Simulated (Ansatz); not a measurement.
**ClF (singlet): the correlation ladder, cc-pV(D+d)Z**

An exercise on one series of results from a longer session: the logs are not shown, and one member is left open.

The runs use Ansatz 0.2.0, Gaussian basis; cc-pV(D+d)Z, core rule «outside noble gas», up to 6 orbitals frozen.

Plan: UHF; CCSD(T) on RHF; CCSDT(Q) on RHF; CCSDTQ on RHF.

## What is computed

The geometry is an MP2(full)/6-31G* stationary point (not a proven minimum).

2 atoms, charge 0, spin multiplicity 1.

Atoms are counted from 1 here; the program's logs count them from 0.

Bond lengths: F1–Cl2 1.659 Å.

Set-up of the first run:

The input, in.yaml:

```yaml
crystal:
  periodic: [false, false, false]
  atoms:
    - {symbol: F, position_ang: [0.000000, 0.000000, 0.000000]}
    - {symbol: Cl, position_ang: [0.000000, 0.000000, 1.659096]}
basis:
  gaussian: {orbitals: "cc-pV(D+d)Z.json"}
magnetization: {spin_polarized: true, initial_magnetization: 0}
hamiltonian: {xc: hf}
output: {orbitals: {seedname: orbitals}}
```

Launch:

```bash
> ansatz run in.yaml --threads 1 --pin off --events-out ev --progress --plain --max-ram 3956MiB --backend cpu
```

Steps of the session up to this table: UHF; CCSD(T) on RHF; CCSDT(Q) on RHF; CCSDTQ on RHF.

One of the session's tables, all rows but one given; the rest of the session is left out.

```
   method  from RCCSDTQ (meV)
      RHF             +9725.4
     RMP2              +730.8
    RCCSD              +237.8
 RCCSD(T)               +38.2
   RCCSDT               +25.9
RCCSDT(Q)                   ?
  RCCSDTQ                   0
```

Q: Estimate the row for RCCSDT(Q) from the others.

The run gave: from RCCSDTQ (meV): -1.6. In the column «from RCCSDTQ (meV)» it is the lowest.
